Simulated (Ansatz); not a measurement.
Isolated molecules relaxed with PBE0-D4/def2-TZVP in Ansatz; ΔE leaves out vibrations. CCSD(T)/CBS is the MP2 limit (def2-TZVPP, def2-QZVPP) plus CCSD(T) − MP2 in def2-TZVPP, frozen cores. Functionals use def2-TZVPP. Each species was taken in one conformer, which may not be the lowest.

Reaction (isomerisation): `CCCCC(C)CC` → `CCC(C)CC(C)C`

| level | ΔE (kJ/mol) |
| --- | --- |
| B97M-V | -6.2 |
| BHLYP-D4 | -4.2 |
| MP2/def2-QZVPP | -7.9 |
| CCSD/CBS(def2) | -5.3 |

**Question.** What does CCSD(T)/CBS give? (Best estimate.)

**Answer.** Computed: -6.3 kJ/mol. The listed levels differ from it by 0.1, 2.1, -1.6, 1.0 kJ/mol.

Largest T1 diagnostic among the species: 0.009.

In def2-TZVPP, CCSD(T) changes the Hartree–Fock value by −6.3 kJ/mol (the triples alone add −1.1 kJ/mol) and MP2 by −7.8 kJ/mol. The D4 term adds −3.0 kJ/mol with B3LYP and −1.7 kJ/mol with PBE0; it sums over pairs of atoms, weighted by their polarisabilities, and B3LYP, whose exchange is more repulsive, gets the larger term. Leaving LDA and LC-ωPBE aside and taking each functional with its dispersion term where it has one, the values, not all of them listed here, spread over 2.3 kJ/mol, from B97M-V to B2PLYP. LDA lies −4.5 kJ/mol from PBE without D4.

B3LYP here is the variant with VWN-RPA as its local correlation; programs differ in this.
